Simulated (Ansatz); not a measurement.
Reaction (SMILES): FOF → 2 F atom + O atom
B3LYP-D3(BJ)/def2-TZVP geometries, fixed; electronic energies without zero-point terms.
Largest species:
```
O
F 1 1.4020
F 1 1.4020 2 103.99
```
Charge 0, spin multiplicity 1.

Effect of a fitting basis named in the input at PBE0/aug-cc-pVTZ with Ansatz (a quantum-chemistry and plane-wave program), against the last row, where the atomisation energy is 91.94 kcal/mol. Open shells are unrestricted. The default fits or decomposes integrals by the program's own choice; accuracy: high also tightens integrals, grids and stops.

| setting | largest shift of a total energy (mEh) | shift of the atomisation energy (kcal/mol) |
|---|---|---|
| fitting: def2-SV(P)-JKFIT | -0.036 | -0.009 |
| fitting: def2-universal-JKFIT | -0.036 | -0.009 |
| fitting: cc-pVTZ-JKFIT | -0.015 | -0.016 |
| fitting: cc-pVQZ-JKFIT | -0.024 | -0.009 |
| fitting: cc-pV5Z-JKFIT | -0.028 | -0.007 |
| accuracy: high | -0.005 | -0.001 |
| accuracy: medium (default) | 0.000 | 0.000 |

Within 0.02 kcal/mol in the atomisation energy: fitting: def2-SV(P)-JKFIT; fitting: def2-universal-JKFIT; fitting: cc-pVTZ-JKFIT; fitting: cc-pVQZ-JKFIT; fitting: cc-pV5Z-JKFIT; accuracy: high. The largest shift is 0.036 mEh in a total energy and 0.016 kcal/mol in the difference.
